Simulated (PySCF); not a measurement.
Molecule: difluoroacetate (SMILES C(=O)([O-])C(F)F).

Bonds (- single, = double, # triple, : aromatic): O1=C2, C2-O3, C2-C4, C4-F5, C4-F6. C4 carries H7. Formal charges: O3 -1.

Total charge -1.

Frames of a GFN2-xTB Langevin trajectory at 600 K; GIAO PBE0/pcSseg-1 shieldings in PySCF, gas phase, non-relativistic; equivalent atoms averaged within each frame.

Shifts are taken against calculated references (same method and geometry level): $^{17}$O (336.08 ppm) against H2O; $^{13}$C (186.93 ppm) and $^{1}$H (31.72 ppm) against TMS; $^{19}$F (170.95 ppm) against CFCl3. The references are static minima.

Problem. How do the shifts (ppm) fluctuate along the trajectory?

Solution. 
```tsv
time (fs)	O1/O3	C2	C4	F5/F6	H7
optimised geometry	316.5	163.5	129.6	-144.1	5.64
250	318.5	164.5	136.2	-129.0	6.29
425	312.3	166.2	139.1	-141.0	6.47
625	317.2	164.2	126.4	-148.9	6.19
800	307.2	155.8	142.9	-137.4	6.38
1000	310.1	161.6	139.3	-116.5	5.39
mean of frames	313.1	162.5	136.8	-134.5	6.15
standard deviation	4.8	4.1	6.3	12.4	0.43
```

5 frames give an uncertainty of the mean of about the standard deviation over 2.2 at best, since frames this close in time may not be independent; classical motion lacks zero-point vibration, and the reference would need the same averaging.
